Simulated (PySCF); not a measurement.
**Stretching SiN⁻**

Set-up: Si aug-cc-pV(D+d)Z, N aug-cc-pVDZ; no relativity (PySCF 2.14). Energies in eV from Si⁻ + N in their ground configurations at the same level. State: ¹Σ⁺ (singlet), closed shell.

All columns are PBE0. A positive dipole points towards N; it is taken about the centre of mass and depends on that origin.

| R (Å) | E (eV) | μ (D) | Mulliken charge on Si (basis-dependent) | HOMO (eV) | LUMO (eV) | Mayer bond order | ⟨S²⟩ |
| --- | --- | --- | --- | --- | --- | --- | --- |
| 1.369 | -3.908 | -2.31 | -0.33 | -0.72 | 3.86 | 2.70 | 0.00 |
| 1.433 | -4.864 | -2.39 | -0.28 | -0.84 | 3.84 | 2.66 | 0.00 |
| 1.496 | -5.394 | -2.47 | -0.24 | -0.94 | 3.80 | 2.63 | 0.00 |
| 1.544 | -5.581 | -2.54 | -0.22 | -1.01 | 3.77 | 2.60 | 0.00 |
| 1.592 | -5.630 | -2.61 | -0.19 | -1.06 | 3.72 | 2.59 | 0.00 |
| 1.640 | -5.572 | -2.68 | -0.17 | -1.05 | 3.67 | 2.57 | 0.00 |
| 1.703 | -5.369 | -2.78 | -0.15 | -0.94 | 3.59 | 2.57 | 0.00 |
| 1.783 | -4.974 | -2.91 | -0.13 | -0.83 | 3.47 | 2.57 | 0.00 |
| 1.879 | -4.373 | -3.07 | -0.13 | -0.71 | 3.30 | 2.58 | 0.00 |
| 2.006 | -3.471 | -3.28 | -0.14 | -0.59 | 3.04 | 2.62 | 0.00 |

A fit through these points gives, at Re = 1.588 Å, μ = -2.60 D and dμ/dR = -1.49 D/Å; the reduced mass is 9.332 u.

**Question.** How strong is the fundamental in the double-harmonic approximation, I = 42.26·(dμ/dR)²/μred km/mol?

**Answer.** I = 42.26·(-1.49)²/9.332 = 10.1 km/mol at PBE0.

For an ion De counts to the pair picked by the measured ionisation energies or electron affinities, which need not be the lowest pair at this level.
